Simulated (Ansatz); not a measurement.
Born–Oppenheimer molecular dynamics of C3H6 + Cl (10 atoms, charge -1, multiplicity 1). It starts from a relaxed structure.

Computed with RKS PBE0/STO-3G (Ansatz).

```yaml
ensemble: NVE (velocity Verlet)
time_step: 0.5 fs
steps_asked: 600
starting_velocities_drawn_for: 400 K
seed: 497590
```

First frame:

```xyz
10
Properties=species:S:1:pos:R:3
Cl 0.157 0.388 -3.232
C 0.020 0.730 0.762
C 0.581 -0.242 -0.259
C -0.633 -0.626 0.567
H 0.559 0.904 1.698
H -0.507 1.611 0.390
H 1.518 -0.734 0.023
H 0.436 -0.011 -1.384
H -1.601 -0.661 0.063
H -0.531 -1.359 1.372
```

(1) How far do the bonds stretch over the last three quarters of this one trajectory? (Pairs bonded in most of those frames.)

Answers

(1) 
```tsv
bond	mean (Å)	spread (Å)	shortest	longest
C2–C3	1.521	0.021	1.48	1.57
C2–C4	1.518	0.015	1.49	1.55
C2–H5	1.096	0.018	1.06	1.14
C2–H6	1.095	0.015	1.07	1.13
C3–C4	1.519	0.014	1.49	1.55
C3–H7	1.097	0.012	1.08	1.12
C3–H8	1.158	0.012	1.13	1.18
C4–H9	1.094	0.011	1.07	1.12
C4–H10	1.095	0.009	1.07	1.11
```

Mean temperature of the second half: 200 K. The conserved energy stayed within 0.17 meV per atom of its start (net change 0.14 meV per atom), so the integration is sound. The temperature averaged 0.50 of the 400 K drawn at the start: a run that starts near a minimum puts about half its kinetic energy into the potential. A run of 0.3 ps of so small a system gives no equilibrium averages. Limits of this set-up: minimal basis, an anion without diffuse functions, the dipole of an ion depends on the origin.

The run took 4 min on 1 thread of AMD EPYC 9R45 96-Core Processor (Zen 5), on a shared host, peak memory 0.12 GiB.
